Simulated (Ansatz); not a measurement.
Isomers of C₄H₅NO, relaxed with PBE0-D4/def2-TZVP in Ansatz; electronic energies, one conformer each and not always the lowest. Functionals use def2-TZVPP; CBS adds triple-zeta CCSD(T) − MP2 to the MP2 limit of def2-TZVPP and def2-QZVPP.

Q: Order them by energy at frozen-core CCSD(T)/CBS, lowest first. (An estimate is asked.)
A. `N#CCC1CO1`
B. `C=C1COC1=N`
C. `C#CNC(C)=O`
D. `Cc1ccno1`

A: D (0.0 kJ/mol), A (20.7 kJ/mol), C (32.7 kJ/mol), B (40.8 kJ/mol).

Q: How do HF/CBS(def2), B3LYP-D4, r2SCAN-D4, PBE0-D4 place them (kJ/mol, against `Cc1ccno1`)? (Best estimate.)

A: Computed: 
| isomer | HF/CBS(def2) | B3LYP-D4 | r2SCAN-D4 | PBE0-D4 |
| --- | --- | --- | --- | --- |
| `N#CCC1CO1` | -18.5 | 34.9 | 47.3 | 44.2 |
| `C=C1COC1=N` | 13.8 | 38.8 | 48.7 | 45.7 |
| `C#CNC(C)=O` | -13.5 | 25.8 | 45.7 | 49.0 |

B3LYP here is the variant with VWN-RPA as its local correlation; programs differ in this.
